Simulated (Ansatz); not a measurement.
Results of r²SCAN0 in Ansatz (plane waves, PAW) for fluorite SrCl2.

Run with plane-wave cutoff 520 eV, 6×6×6 k mesh, Fermi–Dirac smearing 0.01 eV, scalar-relativistic PAW data made under PBE.

Computed at the level's own relaxed cell.

### Question
Predict the equilibrium volume per atom, Γ–Γ gap, band gap and smallest direct gap on the k points sampled.

### Answer

* **equilibrium volume per atom**: 28.33 Å³/atom
* **Γ–Γ gap**: 8.04 eV
* **band gap**: 7.66 eV (on the SCF k mesh)
* **smallest direct gap on the k points sampled**: 7.83 eV

Measured, for comparison: band gap 7.5 eV (temperature not stated, no zero-point or thermal correction; as tabulated in Aguado et al. (1999), arXiv:cond-mat/9901145); equilibrium volume per atom 28.27 Å³/atom (room temperature, no zero-point or thermal correction; as tabulated in Kanchana et al., Calculated structural, elastic and electronic properties of …). Computed (rounded) less measured: equilibrium volume per atom +0.2 %.

Spin–orbit coupling is not included.

Static lattice: no zero-point or thermal effects.

The result took roughly 5 core-minutes.

Ansatz is an electronic-structure program.
